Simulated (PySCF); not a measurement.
Level of theory: PySCF with TPSSh-D3(BJ)/def2-TZVP // BP86-D3(BJ)/def2-SVP. Isolated molecules, 0 K electronic values unless said otherwise. 

Reference species (SMILES): `N` (neutral, multiplicity 1).

The dipole moment is 1.81 D and the HOMO–LUMO gap comes out as 7.58 eV.

Changed species: `CN(C)C` (free ligand N(CH3)3; the reference has free ligand NH3).

Q: Give the shifts of the dipole moment and HOMO–LUMO gap.

A: the dipole moment drops by 1.38 D, to 0.43 D; the HOMO–LUMO gap decreases by 1.27 eV, to 6.31 eV.
